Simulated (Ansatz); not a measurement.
Basis-set extrapolation for `C=C=C(C)S` (PBE0-D4/def2-TZVP geometry, frozen core, the Gaussian-basis code of Ansatz). Multiplicity 1, RHF reference.

```csv
,def2-TZVPP,def2-QZVPP
HF,-552.501153,-552.519223
MP2 correlation,-0.823289,-0.879852
CCSD(T) correlation,-0.911546,not run
```

Energies in hartree. Use E(X) = E(∞) + A·exp(−7.88·√X) for Hartree–Fock and E(X) = E(∞) + B·X^(−2.97) for correlation, with X = 3 and 4, and add CCSD(T) minus MP2 of the smaller set to the MP2 limit.

What is the CCSD(T) energy at the basis-set limit?

HF limit: -552.519223 + (-0.018070) × 0.13774 = -552.52171. MP2 limit: -0.879852 + (-0.056563) × 0.74074 = -0.92175. Higher-order term: -0.911546 − (-0.823289) = -0.08826. Total: -553.53172 hartree, 312.5 kJ/mol below CCSD(T)/def2-TZVPP.
